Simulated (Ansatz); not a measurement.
System: rutile SnO2. Method: PBE in Ansatz (plane waves, PAW).

Run with plane-wave cutoff 520 eV, 8×8×8 k mesh, perturbation theory, force constants from a 4×4×4 q mesh, scalar-relativistic PAW data made under PBE.

Computed at the level's own relaxed cell. Harmonic vibrational thermodynamics at fixed volume:

```csv
T (K),S_vib (J/K per mol of atoms),C_V (J/K per mol of atoms),F_vib (eV/atom)
100,4.37,7.75,0.0649
200,[?],[?],[?]
300,[?],[?],[?]
500,[?],[?],[?]
600,[?],[?],[?]
700,[?],[?],[?]
800,[?],[?],[?]
```

Problem. What belongs in the gaps?

Solution. 
- 200, S_vib (J/K per mol of atoms): 12.21
- 200, C_V (J/K per mol of atoms): 15.08
- 200, F_vib (eV/atom): 0.0563
- 300, S_vib (J/K per mol of atoms): 19.18
- 300, C_V (J/K per mol of atoms): 19.13
- 300, F_vib (eV/atom): 0.0399
- 500, S_vib (J/K per mol of atoms): 29.89
- 500, C_V (J/K per mol of atoms): 22.43
- 500, F_vib (eV/atom): -0.0116
- 600, S_vib (J/K per mol of atoms): 34.05
- 600, C_V (J/K per mol of atoms): 23.14
- 600, F_vib (eV/atom): -0.0448
- 700, S_vib (J/K per mol of atoms): 37.65
- 700, C_V (J/K per mol of atoms): 23.59
- 700, F_vib (eV/atom): -0.0820
- 800, S_vib (J/K per mol of atoms): 40.82
- 800, C_V (J/K per mol of atoms): 23.89
- 800, F_vib (eV/atom): -0.1227

The crystal is taken as a harmonic solid at every temperature: melting, phase changes and thermal expansion are not seen.

Note: the run warned that the k mesh is coarse for the response to a field.

Ansatz is a first-principles code.
